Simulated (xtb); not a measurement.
C2H4O2, charge +1, quartet, at a GFN2-xTB geometry of the parent state (a state made from the parent by changing its charge; the spin is typed, not shown lowest); xtb 6.7.1 with GFN1-xTB.

xtb was given this input:
```
$ xtb mol.xyz --gfn 1 --chrg 1 --uhf 3 --json

# file mol.xyz
8

C     -0.00315599     0.15499744     0.00211695
O      0.17039265     1.34242476     0.01690963
O     -1.22753391    -0.39207402     0.00355055
H     -1.90744240     0.29943580     0.01779441
C      1.07040744    -0.89412184    -0.01979608
H      2.04770176    -0.42261924    -0.02046975
H      0.96302272    -1.53432562     0.85236222
H      0.95033928    -1.51055050    -0.90729357
```

**Question.** What does xtb print? Leave out banner, timings and long lists.

**Answer.** 
```
   ID    Z sym.   atoms
    1    6 C      1, 5
    2    8 O      2, 3
    3    1 H      4, 6-8

           -------------------------------------------------
          |                Calculation Setup                |
           -------------------------------------------------

           -------------------------------------------------
          |                 G F N 1 - x T B                 |
           -------------------------------------------------

          ...................................................
          :                      SETUP                      :
          :.................................................:
          :  # basis functions                  24          :
          :  # atomic orbitals                  24          :
          :  # shells                           16          :
          :  # electrons                        23          :
          :  # halogen bonds                     0          :
          :  max. iterations                   250          :
          :  Hamiltonian                  GFN1-xTB          :
          :  restarted?                      false          :
          :  GBSA solvation                  false          :
          :  PC potential                    false          :
          :  electronic temp.          300.0000000     K    :
          :  accuracy                    1.0000000          :
          :  -> integral cutoff          0.2500000E+02      :
          :  -> integral neglect         0.1000000E-07      :
          :  -> SCF convergence          0.1000000E-05 Eh   :
          :  -> wf. convergence          0.2000000E-04 e    :
          :  Broyden damping             0.4000000          :
          :  net charge                          1          :
          :  unpaired electrons                  3          :
          ...................................................

 iter      E             dE          RMSdq      gap      omega  full diag
   1    -14.8928574 -0.148929E+02  0.732E+00    2.55       0.0  T
   2    -14.8395933  0.532642E-01  0.624E+00    1.04       1.0  T
   3    -14.9536776 -0.114084E+00  0.362E+00    2.92       1.0  T
   4    -14.9475944  0.608319E-02  0.248E+00    2.08       1.0  T
   5    -15.0032564 -0.556620E-01  0.138E+00    2.77       1.0  T
   6    -14.9951527  0.810375E-02  0.146E+00    2.60       1.0  T
   7    -14.9951434  0.924180E-05  0.143E+00    2.87       1.0  T
   8    -15.0267517 -0.316083E-01  0.563E-01    2.71       1.0  T
   9    -15.0304110 -0.365934E-02  0.342E-01    2.73       1.0  T
  10    -15.0323899 -0.197886E-02  0.108E-01    2.75       1.0  T
  11    -15.0324392 -0.493609E-04  0.925E-02    2.76       1.0  T
  12    -15.0319730  0.466292E-03  0.184E-01    2.75       1.0  T
  13    -15.0325403 -0.567340E-03  0.531E-02    2.76       1.0  T
  14    -15.0325534 -0.130702E-04  0.448E-02    2.76       1.0  T
  15    -15.0325886 -0.352253E-04  0.915E-03    2.76       3.9  T
  16    -15.0325900 -0.137187E-05  0.253E-03    2.76      14.0  T
  17    -15.0325901 -0.107265E-06  0.654E-04    2.76      54.1  T
  18    -15.0325901 -0.725059E-08  0.193E-04    2.76     182.7  T
  19    -15.0325901 -0.673062E-09  0.206E-05    2.76    1715.3  T

   *** convergence criteria satisfied after 19 iterations ***

         :::::::::::::::::::::::::::::::::::::::::::::::::::::
         ::                     SUMMARY                     ::
         :::::::::::::::::::::::::::::::::::::::::::::::::::::
         :: total energy             -14.894691092166 Eh    ::
         :: gradient norm              0.200896245088 Eh/a0 ::
         :: HOMO-LUMO gap              2.758256388724 eV    ::
         ::.................................................::
         :: SCC energy               -15.032590074687 Eh    ::
         :: -> electrostatic           0.175951732705 Eh    ::
         :: repulsion energy           0.139606126419 Eh    ::
         :: dispersion energy         -0.001707143899 Eh    ::
[...]
           -------------------------------------------------

    * Orbital Energies and Occupations

         #    Occupation            Energy/Eh            Energy/eV
      -------------------------------------------------------------
         1        2.0000           -1.0874108             -29.5900
         2        2.0000           -1.0759641             -29.2785
         3        2.0000           -0.9688594             -26.3640
         4        2.0000           -0.9320629             -25.3627
         5        2.0000           -0.9013564             -24.5272
         6        2.0000           -0.8943907             -24.3376
         7        2.0000           -0.8823293             -24.0094
         8        1.9955           -0.8173080             -22.2401
         9        1.8000           -0.8134980             -22.1364
        10        1.6125           -0.8126157             -22.1124
        11        1.5920           -0.8125345             -22.1102
        12        1.0000           -0.7610095             -20.7081
        13        1.0000           -0.5086389             -13.8408 (HOMO)
        14                         -0.4072748             -11.0825 (LUMO)
        15                         -0.3528956              -9.6028
        16                         -0.3395095              -9.2385
        17                         -0.3369941              -9.1701
        18                         -0.1557380              -4.2378
        19                         -0.0515836              -1.4037
        20                         -0.0172693              -0.4699
        21                          0.0277806               0.7559
        22                          0.1133673               3.0849
        23                          0.1543613               4.2004
        24                          0.4758246              12.9478
      -------------------------------------------------------------
                  HL-Gap            0.1013641 Eh            2.7583 eV
             Fermi-level           -0.6350689 Eh          -17.2811 eV

  Mulliken/CM5 charges         n(s)   n(p)   n(d)
     1C     0.42943  0.47594   0.850  2.720  0.000
     2O    -0.21880 -0.26855   1.753  4.466  0.000
     3O    -0.35753 -0.55532   1.718  4.639  0.000
     4H     0.47640  0.65171   0.524  0.000  0.000
     5C     0.08258 -0.05821   1.106  2.812  0.000
     6H     0.21698  0.27258   0.783  0.000  0.000
     7H     0.18547  0.24092   0.815  0.000  0.000
     8H     0.18547  0.24092   0.815  0.000  0.000

Wiberg/Mayer (AO) data.
largest (>0.10) Wiberg bond orders for each atom

 ---------------------------------------------------------------------------
     #   Z sym  total        # sym  WBO       # sym  WBO       # sym  WBO
 ---------------------------------------------------------------------------
     1   6 C    3.230 --     2 O    1.437     3 O    1.021     5 C    0.725
     2   8 O    1.742 --     1 C    1.437     5 C    0.189
     3   8 O    1.905 --     1 C    1.021     4 H    0.741
     4   1 H    0.763 --     3 O    0.741
     5   6 C    3.457 --     8 H    0.841     7 H    0.841     6 H    0.801
                             1 C    0.725     2 O    0.189
     6   1 H    0.830 --     5 C    0.801
     7   1 H    0.890 --     5 C    0.841
     8   1 H    0.890 --     5 C    0.841
 ---------------------------------------------------------------------------

Topologies differ in total number of bonds
Writing topology from bond orders to xtbtopo.mol

 dipole moment from electron density (au)
     X       Y       Z
   0.6362  -1.2683  -0.0217  total (Debye):    3.607

           -------------------------------------------------
          | TOTAL ENERGY              -14.894691092166 Eh   |
          | GRADIENT NORM               0.200896245088 Eh/α |
          | HOMO-LUMO GAP               2.758256388724 eV   |
           -------------------------------------------------

normal termination of xtb
```
